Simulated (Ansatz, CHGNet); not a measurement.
## Equilibrium lattice constant a of rhombohedral A7 Sb: levels of theory against measurement

Reference value: 4.301 Å (measured, 78 K, zero-point motion not removed; as tabulated in Schiferl, Barrett, J. Appl. Cryst. 2, 30 (1969), COD 9009654).

```tsv
level (code)	value (Å)	difference (%)
CHGNet 0.3.0	4.409	+2.51
LDA (Ansatz)	4.293	-0.19
PBE (Ansatz)	4.374	+1.70
PBE+SOC (Ansatz)	4.378	+1.79
PBEsol (Ansatz)	4.320	+0.44
RPBE (Ansatz)	4.397	+2.23
PBE-D3(BJ) (Ansatz)	4.321	+0.47
PBEsol-D3(BJ) (Ansatz)	4.268	-0.77
r²SCAN+rVV10 (Ansatz)	4.327	+0.60
HSE06-D3(BJ) (Ansatz)	4.257	-1.02
PBE0-D3(BJ) (Ansatz)	4.259	-0.98
Hartree–Fock (Ansatz)	4.195	-2.46
```

Once the reference is moved by up to 0.33 % (a margin picked here for doubts on the reference and the settings, and for temperature and zero-point motion) and values within 0.10 % count as equal, the nearest can be LDA (-0.19 %), PBEsol (+0.44 %) or PBE-D3(BJ) (+0.47 %). By the same margin the farthest can be CHGNet 0.3.0 (+2.51 %) or Hartree–Fock (-2.46 %).

The reference isn't brought to a static lattice, while the calculations are for one, so the differences are not the levels' errors alone.  LDA: LDA has no dispersion term either, though it tends to give short spacings of layers, chains or molecules. PBE, PBE+SOC, RPBE: for a layered or molecular solid the relaxed cell lies over 5 % above the published volume, where the minimum can be shallow. PBE, PBE+SOC, PBEsol, RPBE, Hartree–Fock: the cell comes from a level without a dispersion term, which matters for the spacing of layers, chains or molecules. Cutoffs and k meshes differ between the levels. Ansatz's density-functional and Hartree–Fock values are scalar-relativistic unless marked +SOC, with PAW data made under PBE.

Machine-learned potentials (CHGNet 0.3.0) are trained on DFT data: a solid inside that data is no test of them.

Differences are worked out from the printed values.

Ansatz is an electronic-structure program.
